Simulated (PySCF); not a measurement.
# Vibration and rotation of Li₂

PBE0 constants of Li₂, ¹Σg⁺ (singlet), closed shell (PySCF, no relativity, basis sets Li def2-TZVP; masses 7.0160 and 7.0160 u):

```
ωe            : 336.1 cm⁻¹
ωexe          : 2.07 cm⁻¹
Be            : 0.63963 cm⁻¹
αe            : 0.00619 cm⁻¹
De to Li + Li : 0.82 eV
```

**Question.** What force constant and bond length do these constants imply?

**Answer.** Reduced mass μred = 3.5080 u; k = 5.8918×10⁻⁷·μred·ωe² (u, cm⁻¹, mdyn/Å) = 0.233 mdyn/Å; Re = √(16.8576/(μred·Be)) (u, cm⁻¹, Å) = 2.741 Å.

**Question.** Estimate the centrifugal constant D from the Kratzer relation and find the Dunham coefficient a1.

**Answer.** D = 4Be³/ωe² = 9.27e-06 cm⁻¹; a1 = −1 − αeωe/(6Be²) = -1.85.

Measured values (Huber and Herzberg, Constants of Diatomic Molecules (1979)): ωe = 351.43 cm⁻¹, ωexe = 2.61 cm⁻¹, Be = 0.67264 cm⁻¹, αe = 0.00704 cm⁻¹.

Closed-shell solutions of metal pairs were not tested for spin polarisation, which can lower them a little.
